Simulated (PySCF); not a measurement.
C6H6. Atoms are numbered in the order given.

```xyz
12

C     -1.3993     0.0000     0.0000
C     -0.6997    -1.2119     0.0000
C      0.6997    -1.2119     0.0000
C      1.3993     0.0000     0.0000
C      0.6997     1.2119     0.0000
C     -0.6997     1.2119     0.0000
H     -2.4921     0.0000     0.0000
H     -1.2461    -2.1582     0.0000
H      1.2461    -2.1582     0.0000
H      2.4921     0.0000     0.0000
H      1.2461     2.1582     0.0000
H     -1.2461     2.1582     0.0000
```

The structure is a stationary point at TPSSh-D3(BJ)/def2-SVP.

Computed with TDA-PBE/def2-SVPD run with PySCF.

Vertical excitations; the highest root listed may be one member of a degenerate set.  State labels are in the subgroup D2h.

```tsv
state	symmetry	energy (eV)	λ (nm)	f	main pairs
S1	B2u	5.26	236	0.000	HOMO→LUMO+1 50 %, HOMO−1→LUMO 50 %
S2	B3u	6.28	197	0.000	HOMO−1→LUMO+1 47 %, HOMO→LUMO 47 %
S3	B3g	6.72	185	0.000	HOMO→LUMO+2 (degenerate set)
S4	B2g	6.72	185	0.000	HOMO−1→LUMO+2 (degenerate set)
S5	Au	7.03	176	0.000	HOMO−2→LUMO 50 %, HOMO−3→LUMO+1 50 %
S6	Au	7.14	174	0.000	HOMO−3→LUMO+1, HOMO−2→LUMO (degenerate set)
S7	B1u	7.14	174	0.000	HOMO−3→LUMO, HOMO−2→LUMO+1 (degenerate set)
S8	B1u	7.16	173	0.015	HOMO−2→LUMO+1 49 %, HOMO−3→LUMO 49 %
S9	B1u	7.30	170	0.000	HOMO−1→LUMO+3, HOMO→LUMO+4 (degenerate set)
S10	Au	7.30	170	0.000	HOMO→LUMO+3, HOMO−1→LUMO+4 (degenerate set)
T1	B3u	4.19	296	0	HOMO→LUMO 49 %, HOMO−1→LUMO+1 49 %
T2	B3u	4.65	267	0	HOMO−1→LUMO+1, HOMO→LUMO (degenerate set)
T3	B2u	4.65	267	0	HOMO→LUMO+1, HOMO−1→LUMO (degenerate set)
T4	B2u	4.94	251	0	HOMO−1→LUMO 50 %, HOMO→LUMO+1 50 %
```
Triplets are in the Tamm–Dancoff approximation.
